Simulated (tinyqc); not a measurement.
Worked calculation: geometry optimisation on the unrestricted B3LYP (VWN-RPA form)/sto-3g surface (energies and gradients from PySCF), for CH2, spin multiplicity 3. Computed by tinyqc, a small Python program that keeps every step (integrals from PySCF). Settings: charge = 0, multiplicity = 3, basis = sto-3g, functional = b3lyp, optimiser = sd, first Hessian = 0.3, largest step = 0.3, iteration cap = 30. Command: `OMP_NUM_THREADS=1 python tinyqc.py 30510 30511 out.jsonl` (the two numbers bound the seeds that draw the settings). One thread of a shared host (Intel(R) Xeon(R) Processor @ 2.60GHz), about 20 s of CPU time with the checks.

## Step 1: energy and gradient

positions at the start (bohr):
```
            x          y         z
1C  -0.007559  -0.007559  0.052912
2H   0.130391   1.653510  0.971319
3H  -0.041574  -1.600598  0.961871
```

Self-consistent energy and analytic gradient at these positions.

energy = -38.62602553 hartree

gradient (hartree/bohr):
```
              x            y            z
1C   0.00296462  -0.04457541   0.09675270
2H  -0.00638002  -0.08445176  -0.03516034
3H   0.00341525   0.12902504  -0.06159263
```

## Step 1: move

Steepest descent, p = -g / 0.3; steps longer than 0.3 bohr are cut back (factor 0.449 here).

positions after step 1 (bohr):
```
            x          y          z
1C  -0.011994   0.059122  -0.091822
2H   0.139935   1.779843   1.023916
3H  -0.046683  -1.793609   1.054008
```

## Step 2: energy and gradient

As before.

energy = -38.64506374 hartree

gradient (hartree/bohr):
```
              x            y            z
1C   0.00036832   0.04029842  -0.03196968
2H  -0.00072512  -0.01772032   0.00380364
3H   0.00035737  -0.02257696   0.02816662
```

## Step 2: move

Steepest descent, p = -g / 0.3; steps longer than 0.3 bohr are cut back.

positions after step 2 (bohr):
```
            x          y         z
1C  -0.013221  -0.075206  0.014744
2H   0.142352   1.838911  1.011237
3H  -0.047874  -1.718352  0.960119
```

## Convergence

Stop when the largest gradient component is below 3e-5 hartree/bohr.

Course of the optimisation:
```
step   E (hartree)  largest gradient (hartree/bohr)
1     -38.62602553                         1.29e-01
2     -38.64506374                         4.03e-02
3     -38.63936368                         1.16e-01
4     -38.63513634                         1.27e-01
5     -38.63930575                         1.04e-01
6     -38.63529497                         1.33e-01
7     -38.63937973                         1.04e-01
8     -38.63534918                         1.33e-01
9     -38.63940408                         1.04e-01
10    -38.63536708                         1.33e-01
11    -38.63941218                         1.04e-01
12    -38.63537305                         1.33e-01
13    -38.63941490                         1.05e-01
14    -38.63537505                         1.33e-01
15    -38.63941581                         1.05e-01
16    -38.63537573                         1.33e-01
17    -38.63941611                         1.05e-01
18    -38.63537595                         1.33e-01
19    -38.63941622                         1.05e-01
20    -38.63537603                         1.33e-01
21    -38.63941625                         1.05e-01
22    -38.63537606                         1.33e-01
23    -38.63941626                         1.05e-01
24    -38.63537607                         1.33e-01
25    -38.63941627                         1.05e-01
26    -38.63537607                         1.33e-01
27    -38.63941627                         1.05e-01
28    -38.63537607                         1.33e-01
29    -38.63941627                         1.05e-01
30    -38.63537607                         1.33e-01
```

Distances after the last move, whose energy is not in the table (angstrom):
```
pair   distance
2H-1C  1.206687
3H-1C  1.043479
3H-2H  1.985896
```

Not converged within 30 steps: the energy rises at some steps, so steps overshoot. Reruns: method bfgs, first Hessian 0.6, largest step 0.3: converged in 8 (E = -38.64943).
